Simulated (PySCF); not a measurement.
Compound: C5H8O.
Atom-mapped SMILES: `[CH3:1][O:2][C:3]1([CH3:4])[CH:5]=[CH:6]1`

Cartesian coordinates in Å at the GFN2-xTB level; atoms count from 1:
```
atom  x, y, z in Å
C1     1.941    0.150    0.624
O2     0.807   -0.635    0.865
C3    -0.406   -0.154    0.315
C4    -1.507   -1.133    0.659
C5    -0.422    0.649   -0.943
C6    -0.662    1.309    0.163
H7     2.142    0.251   -0.449
H8     1.837    1.155    1.054
H9     2.772   -0.366    1.102
H10   -1.597   -1.225    1.738
H11   -1.270   -2.113    0.252
H12   -2.453   -0.791    0.246
H13   -0.306    0.664   -2.000
H14   -0.877    2.239    0.632
```

Definitions: NICS(0) = −σiso at the ring centroid; NICS(1) = −σiso and NICS(1)zz = −σzz at ±1 Å along the ring normal z. Level: GIAO PBE0/pcSseg-1 (PySCF, non-relativistic, gas phase) on the GFN2-xTB geometry, one conformer.

Ring bond lengths (Å), with Mayer bond orders in brackets: C3–C5 1.492 (0.94), C5–C6 1.310 (1.64), C6–C3 1.493 (0.94).

Q: What do the NICS probes read (ppm)?

A: 
```
    ring                                                    type  NICS(0)  NICS(1), two faces  NICS(1)zz, two faces  rms pucker (Å)  centre to ring atoms, mean (Å)
C3–C5–C6  3-membered carbocycle; formal bonds 1 double, 2 single    -25.6         -8.5 / -8.2         -19.3 / -16.5            0.00                            0.83
```

Q: What can be read from them?

A: 
- C3–C5–C6: mean NICS(1)zz -17.9 ppm, shielded. C3 has four or more neighbours, and the NICS criterion for π rings isn't applied. NICS(0) lies 17 ppm below the mean NICS(1).

Q: Give the inner angles of the rings and the Hirshfeld charges of the ring atoms.

A: 
- C3–C5–C6: C3 52.1° (+0.071 e), C5 64.0° (-0.051 e), C6 64.0° (-0.051 e); sum 180.0° against 180° for a flat convex ring.

Q: What are the shieldings of the ring atoms and their hydrogens in the same run (means over atoms taken as equivalent)?

A: 
```
   atoms                 environment  σ isotropic (ppm)  principal values of the symmetric part, first atom (ppm)
      C3  sp3 carbon bound to oxygen              125.0                                         75.5, 78.3, 221.4
 C5 (×2)            alkene CH carbon               40.2                                        -92.3, 28.0, 185.0
H13 (×2)            vinylic hydrogen              23.04                                          19.6, 23.5, 26.0
```

On Arm Neoverse V2, one thread (shared host), this took 12 s. This is the whole shielding run at PBE0/pcSseg-1, SCF included.
